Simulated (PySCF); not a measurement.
Acrylonitrile, C3H3N.
Numbering: `[CH2:1]=[CH:2][C:3]#[N:4]` (hydrogens: H5, H6 on C1; H7 on C2)

The same species was optimised twice, with GFN2-xTB and with PBE0-D3(BJ)/def2-SVP (PySCF), and the same property calculations (PySCF, gas phase) were run on both structures.

| coordinate | GFN2-xTB | PBE0-D3(BJ)/def2-SVP | change |
| --- | --- | --- | --- |
| C2–C3 (Å) | 1.411 | 1.428 | +0.017 |
| C1–H6 (Å) | 1.077 | 1.092 | +0.015 |
| C1–H5 (Å) | 1.078 | 1.092 | +0.014 |
| C3≡N4 (Å) | 1.146 | 1.160 | +0.014 |
| C2–H7 (Å) | 1.083 | 1.094 | +0.011 |
| C1=C2 (Å) | 1.328 | 1.338 | +0.010 |
| C1–C2–H7 (°) | 122.4 | 121.2 | -1.2 |
| C2–C1–H6 (°) | 121.5 | 120.4 | -1.1 |
| H5–C1–H6 (°) | 117.0 | 117.9 | +0.9 |
| C3–C2–H7 (°) | 115.2 | 115.8 | +0.6 |
| C1–C2–C3 (°) | 122.5 | 123.0 | +0.5 |
| C2–C3–N4 (°) | 179.4 | 179.2 | -0.2 |
| C2–C1–H5 (°) | 121.5 | 121.7 | +0.2 |

Rotational constants: A = 50602, B = 5082, C = 4618 MHz (GFN2-xTB) against A = 50359, B = 4949, C = 4506 MHz (PBE0-D3(BJ)/def2-SVP). Point groups within 0.08 Å: Cs and Cs.

On the GFN2-xTB structure: HOMO (eV) -8.48 [PBE0/pcSseg-1]; LUMO (eV) -1.67 [PBE0/pcSseg-1]; dipole (D) 3.96 [PBE0/pcSseg-1]; GIAO shielding of C1 (ppm) 40.4 [PBE0/pcSseg-1]; GIAO shielding of C2 (ppm) 71.2 [PBE0/pcSseg-1]; GIAO shielding of C3 (ppm) 64.8 [PBE0/pcSseg-1]; GIAO shielding of N4 (ppm) -53.5 [PBE0/pcSseg-1].

**Question.** What do these properties become on the PBE0-D3(BJ)/def2-SVP structure?

**Answer.** 
| property | level | on GFN2-xTB | on PBE0-D3(BJ)/def2-SVP | change |
| --- | --- | --- | --- | --- |
| HOMO (eV) | PBE0/pcSseg-1 | -8.48 | -8.46 | +0.02 |
| LUMO (eV) | PBE0/pcSseg-1 | -1.67 | -1.73 | -0.06 |
| dipole (D) | PBE0/pcSseg-1 | 3.96 | 3.99 | +0.03 |
| energy, GFN2-xTB geometry as zero (kcal/mol) | PBE0/pcSseg-1 | 0.0 | -0.3 | -0.3 |
| GIAO shielding of C1 (ppm) | PBE0/pcSseg-1 | 40.4 | 37.8 | -2.6 |
| GIAO shielding of C2 (ppm) | PBE0/pcSseg-1 | 71.2 | 67.8 | -3.4 |
| GIAO shielding of C3 (ppm) | PBE0/pcSseg-1 | 64.8 | 62.6 | -2.2 |
| GIAO shielding of N4 (ppm) | PBE0/pcSseg-1 | -53.5 | -59.9 | -6.4 |

The heavy atoms differ by 0.017 Å rms after alignment. Among all bonds C2–C3 changes most (+0.017 Å). Changes are differences of the printed values. Neither structure is proved a minimum here.
